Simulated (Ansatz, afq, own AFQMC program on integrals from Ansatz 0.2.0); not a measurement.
**MgF⁻, triplet in aug-cc-pVDZ, levels against CCSDT(Q)**

```xyz
2

F     0.0000    0.0000    0.0000
Mg    0.0000    0.0000    1.4450
```

Basis aug-cc-pVDZ. Noble-gas cores (and the filled d shells of Ga–Kr and In–Xe) are frozen. Integrals, coupled cluster, full CI and functionals: Ansatz 0.2.0; the random walks run on the same integrals in our own AFQMC program. ph-AFQMC/CISD is guided by a CISD state made of CCSD amplitudes; releasing the constraint for a short imaginary time cuts its bias at the price of noise, slowly where states lie close. Uncertainties: one standard error, sampling alone.

Determinant: UHF, the one that the program's search chose, which needn't be the lowest solution. The geometry is a point of a scan.

No full CI on the walks' own integrals is used here; CCSDT(Q) serves as the reference and is uncertain by about the last step of the cluster series.

Cautions: lower spins were not checked.

The T1 diagnostic is 0.0192 and the weight of the determinant in the CISD state is 0.932. The ⟨S²⟩ of the determinant is 2.000 and the size of the correlated space is 10 electrons in 44 orbitals.

```csv
level,correlation energy (eV)
MP2,-6.0783
CCSD,-6.1873
CCSD(T),-6.3135
```

Estimate where AFQMC with the constraint released lies against CCSD(T) on the same integrals.

1.0 ± 1.3 kJ/mol below CCSD(T). The gap is under twice the noise, so this walk alone can't tell the two apart.

Reference: CCSDT(Q), correlation energy -6.329 eV. The released energy is read at 2.40 1/Eh (meV from the phaseless value at times in 1/Eh: 13 ± 11 at 0.24, -18 ± 10 at 0.51, -9 ± 8 at 0.99, -8 ± 12 at 1.62, -13 ± 13 at 2.40).

```json
{"level": "CCSD(T)", "E − E(reference) (kJ/mol)": "1.5", "share of correlation (%)": "99.75"}
{"level": "CCSDT", "E − E(reference) (kJ/mol)": "0.8", "share of correlation (%)": "99.87"}
{"level": "ph-AFQMC/CISD", "E − E(reference) (kJ/mol)": "1.8 ± 1.0", "share of correlation (%)": "99.70"}
{"level": "released AFQMC", "E − E(reference) (kJ/mol)": "0.6 ± 1.3", "share of correlation (%)": "99.91"}
```

A walk keeps the symmetry of its determinant, which the program's search chose and which needn't be the lowest solution, so a lower state of the same spin and another symmetry isn't excluded. Released energies are given only where the last usable release times agree within the noise; a slower fall can still hide under it.
